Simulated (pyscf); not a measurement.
Thermochemistry of product channels of 1,3-butadiene (H₂C=CH–CH=CH₂) + silylene (SiH₂) [singlet] on the singlet surface, in kcal/mol, from ωB97M-D3(BJ)/def2-TZVP energies (ideal gas, 1 atm, RRHO with modes under 100 cm⁻¹ raised to 100, one conformer, R ln 2 for chiral ones without a mode under 150 cm⁻¹). Single points on ωB97X-D3(BJ)/def2-SVP structures (PySCF, gas phase).

```tsv
products	ΔE	ΔH(298 K)	ΔG(298 K)	ΔG(1200 K)
cyclic C₄H₈Si (SMILES C=CC1C[SiH2]1)	-43.2	-40.6	-29.2	+4.0
cyclic C₄H₈Si (SMILES C1=CC[SiH2]C1)	-77.2	-73.9	-61.1	-22.5
```

The channel to cyclic C₄H₈Si (SMILES C=CC1C[SiH2]1) turns unfavourable between 298 and 1200 K (ΔG from -29.2 kcal/mol to +4.0 kcal/mol).

These are energies of the channels, which say nothing of barriers.
